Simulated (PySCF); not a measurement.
Electronic absorption of [C4H11P2]+

C4H11P2 (charge +1).
SMILES: `CP/C=C/[PH2+]C`

Computed with PySCF 2.14.0, density-fitted response routines, TDDFT PBE0/def2-SVPD, vertical, gas phase, core orbitals frozen in the response. Isolated species at its GFN2-xTB geometry (one conformer only).

```json
{"state": "S1", "E (eV)": "4.61", "E (hartree)": "0.1694", "f": "0.312", "|μ| (D)": "4.23", "main configurations (H = HOMO, L = LUMO)": "H→L (97%)"}
{"state": "S2", "E (eV)": "5.56", "E (hartree)": "0.2043", "f": "0.0079", "|μ| (D)": "0.61", "main configurations (H = HOMO, L = LUMO)": "H→L+1 (97%)"}
{"state": "S3", "E (eV)": "5.98", "E (hartree)": "0.2197", "f": "0.0089", "|μ| (D)": "0.63", "main configurations (H = HOMO, L = LUMO)": "H→L+2 (96%)"}
{"state": "S4", "E (eV)": "6.51", "E (hartree)": "0.2394", "f": "0.042", "|μ| (D)": "1.30", "main configurations (H = HOMO, L = LUMO)": "H-1→L (47%), H-2→L (22%), H-3→L (15%)"}
{"state": "S5", "E (eV)": "6.60", "E (hartree)": "0.2424", "f": "0.037", "|μ| (D)": "1.21", "main configurations (H = HOMO, L = LUMO)": "H→L+3 (82%)"}
{"state": "S6", "E (eV)": "6.69", "E (hartree)": "0.2458", "f": "0.039", "|μ| (D)": "1.25", "main configurations (H = HOMO, L = LUMO)": "H→L+4 (79%), H→L+5 (16%)"}
{"state": "S7", "E (eV)": "6.85", "E (hartree)": "0.2518", "f": "0.023", "|μ| (D)": "0.94", "main configurations (H = HOMO, L = LUMO)": "H-2→L (56%), H→L+5 (22%), H-1→L (11%)"}
{"state": "S8", "E (eV)": "6.95", "E (hartree)": "0.2556", "f": "0.058", "|μ| (D)": "1.48", "main configurations (H = HOMO, L = LUMO)": "H→L+5 (42%), H→L+6 (18%), H-2→L (14%)"}
```

Triplets (Tamm–Dancoff): T1 3.29 eV, H→L (94%); T2 4.75 eV, H-1→L (87%); T3 5.40 eV, H→L+1 (81%), H→L+5 (9%).

The lowest singlet lies at 4.61 eV (269 nm, ultraviolet) and is strong; its leading configuration is HOMO→LUMO (97%). The lowest level is also the most intense of those listed (f = 0.312). Löwdin shares by element: HOMO phosphorus 53% or more, carbon 33% or more; LUMO carbon 56% or more, phosphorus 26% (atoms not listed hold the other 19%). The listed states span 2.35 eV, and the widest gap between neighbours is 0.95 eV (S1 to S2). Of the 8 states listed, 6 reach f = 0.01 and none stays under 0.0005. Weighted by f, the mean energy of these states is 5.45 eV. Only the lowest 8 singlets were computed, as vertical energies without vibronic structure.
